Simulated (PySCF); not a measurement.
# Gas-phase XPS of 1,4-dichlorobutane, computed

Compound: 1,4-dichlorobutane, C4H8Cl2.
Z-matrix (Å and degrees, PBE0-D3(BJ)/def2-SVP geometry), rows numbered from 1:
```
Cl
C   1  1.7951
C   2  1.5137  1  112.46
C   3  1.5242  2  115.10  1    55.54
C   4  1.5134  3  115.09  2    49.45
Cl  5  1.7960  4  112.50  3    55.64
H   2  1.0990  1  106.75  3   122.44
H   2  1.0979  1  106.66  3  -122.15
H   3  1.1016  2  109.60  1   -67.78
H   3  1.1034  2  106.57  1   176.96
H   4  1.1035  3  109.20  2   -70.18
H   4  1.1013  3  109.04  2   173.25
H   5  1.0989  4  111.41  3   -64.20
H   5  1.0980  4  111.16  3   175.09
```

Computed, not measured: PySCF 2.14.0, delta-SCF UKS SCAN, pcX-2 on the ionised atom, pcseg-1 elsewhere, spin-free X2C. These are vertical core ionisation energies against the vacuum level, from separate self-consistent calculations with and without the core hole.

**Question.** Give the core binding energies atom by atom.

**Answer.** 
```json
{"atom(s)": "Cl1/Cl6", "bonded to": "C", "level": "Cl 1s", "binding energy (eV)": "2828.54", "2p1/2 (eV)": "–", "above the level's lowest (eV)": "0.00", "count": "2"}
{"atom(s)": "C2/C5", "bonded to": "Cl, C and 2 H", "level": "C 1s", "binding energy (eV)": "292.37", "2p1/2 (eV)": "–", "above the level's lowest (eV)": "+1.20", "count": "2"}
{"atom(s)": "C3/C4", "bonded to": "2 C and 2 H", "level": "C 1s", "binding energy (eV)": "291.17", "2p1/2 (eV)": "–", "above the level's lowest (eV)": "0.00", "count": "2"}
{"atom(s)": "Cl1/Cl6", "bonded to": "C", "level": "Cl 2p3/2", "binding energy (eV)": "205.94", "2p1/2 (eV)": "207.60", "above the level's lowest (eV)": "0.00", "count": "2"}
```

Lowest listed C 1s: C3/C4, bonded to 2 C and 2 H. Highest, 1.20 eV above it: C2/C5, bonded to Cl, C and 2 H. Summing the Pauling electronegativity differences to the bonded atoms, each weighted by its formal bond order, gives -0.70 for the lowest site and -0.09 for the highest.

**Question.** Which effective nuclear charge Zeff reproduces each element's mean 1s value in the hydrogen-like formula E = 13.606 eV × Zeff²?

**Answer.** C (Z = 6): mean 291.8 eV, Zeff = 4.63, Z − Zeff = 1.37; Cl (Z = 17): mean 2828.5 eV, Zeff = 14.42, Z − Zeff = 2.58. Means run over the listed sites, weighted by atom count.

**Question.** Which photon wavelength matches the Cl 2p3/2 of Cl1/Cl6 threshold?

**Answer.** λ = hc/E = 12398.42 eV Å / 205.94 eV = 60.204 Å.

The first atom of each set that the bonding makes equivalent was ionised and stands for the set. Spin–orbit coupling isn't in the SCF: each 2p doublet comes from a relaxed spin-free hole plus a matrix of the shell (mean-field spin–orbit coupling and the ground-state 2p splitting), with 2p3/2 averaged over its two sublevels. 2p1/2 minus 2p3/2 (ligand field included): Cl 1.65 eV. Isolated species at its PBE0-D3(BJ)/def2-SVP geometry (one conformer only).

The run took 32 s wall on one thread, Arm Neoverse V1, no GPU (shared host).
